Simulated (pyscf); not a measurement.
`[SiH3][SH]` + `[SH2]` -> `[SH][SiH2][SH]` + `[H][H]` (four-centre exchange; singlet surface; H–Si, H–S broken, S–Si, H–H formed). Single points on ωB97X-D3(BJ)/def2-SVP structures (PySCF, gas phase). Rate constants from transition-state theory, ωB97M-D3(BJ)/def2-TZVP energies (ideal gas, 1 atm, RRHO with modes under 100 cm⁻¹ raised to 100, one conformer, R ln 2 for chiral ones without a mode under 150 cm⁻¹; no tunnelling), k in cm³ molecule⁻¹ s⁻¹.

```
T (K)  1000/T  log10 k
-----  ------  -------
298     3.354   -46.82
600     1.667   -30.11
900     1.111        ?
1200    0.833   -21.43
```

Question: Fit an Arrhenius line to the three values, give the activation energy, and predict k at 900 K.

Answer: Least squares gives log10 k = -13.18 − 10.05 × 1000/T, so Ea = 10.05 × ln 10 × 1.987 = 46.0 kcal/mol, against an electronic barrier of 44.5. At 900 K the line gives -24.35; the computed value is -24.40 (ΔG‡ = 77.3 kcal/mol), close to the line. This is the saddle that the search found; another between the same sides may lie lower.
